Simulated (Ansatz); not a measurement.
Which is lower?

The two ends of one reaction step of SiNH7S, closed shell (PBE0-D4/def2-TZVP).

A:

Si1  (-0.265, -0.145, 0.561)
H2  (1.146, -0.348, 0.142)
H3  (-1.129, -0.963, -0.340)
H4  (-0.667, 1.277, 0.422)
N5  (-0.359, -0.539, 2.237)
H6  (1.007, -0.161, -3.014)
S7  (0.212, 0.910, -2.868)
H8  (0.013, -1.416, 2.563)
H9  (-1.188, -0.294, 2.756)
H10  (1.232, 1.680, -2.460)
(Å)

B:

Si1  (-1.084, 0.454, -0.075)
H2  (2.097, -2.200, -0.509)
H3  (-1.971, -0.615, -0.609)
H4  (-1.910, 1.592, 0.401)
N5  (-0.087, 0.031, 1.244)
H6  (1.835, -1.596, -0.865)
S7  (0.081, 0.935, -1.800)
H8  (0.574, -0.726, 1.198)
H9  (-0.352, 0.259, 2.187)
H10  (0.819, 1.867, -1.173)
(Å)

Computed with Ansatz 0.2.0 (basis: def2-TZVPP); correlated methods freeze the cores. B3LYP uses VWN-RPA correlation.

**Question.** Which structure is lower at CCSD(T), and by how much? (An estimate is asked for; the value comes from the calculation.)

**Answer.** By the calculation: B, by 0.429 eV (electronic energy, against the other). By their contacts, A is a complex of SiNH₅ ([NH2][SiH3]) + H₂S and B is a complex of SiNH₅S ([NH2][SiH2][SH]) + H₂.

All methods give the same order:

| method | E(B) − E(A) (eV) |
| --- | --- |
| SPW92 | -0.483 |
| PBE-D4 | -0.526 |
| BLYP-D4 | -0.485 |
| r2SCAN-D4 | -0.528 |
| B97M-V | -0.461 |
| PBE0-D4 | -0.501 |
| B3LYP-D4 | -0.460 |
| r2SCAN0-D4 | -0.505 |
| BHLYP-D4 | -0.428 |
| CAM-B3LYP-D4 | -0.415 |
| wB97X-V | -0.449 |
| wB97M-V | -0.460 |
| B2PLYP | -0.445 |
| PBE-QIDH | -0.492 |
| RPA on PBE | -0.365 |
| HF | -0.305 |
| MP2 | -0.522 |
| CCSD | -0.389 |
| CCSD(T) | -0.429 |

No T1 diagnostic of these runs exceeds 0.010.

Labels in which every atom is bracketed show which atoms are joined, not bond orders.

For scale, one of the runs: CCSD(T)/def2-TZVPP, 213 basis functions (an equivalent command: `ansatz run in.yaml --threads 4`). Hardware: 4 CPU threads, shared host. Wall time 32 s; peak host memory 2.8 GiB.
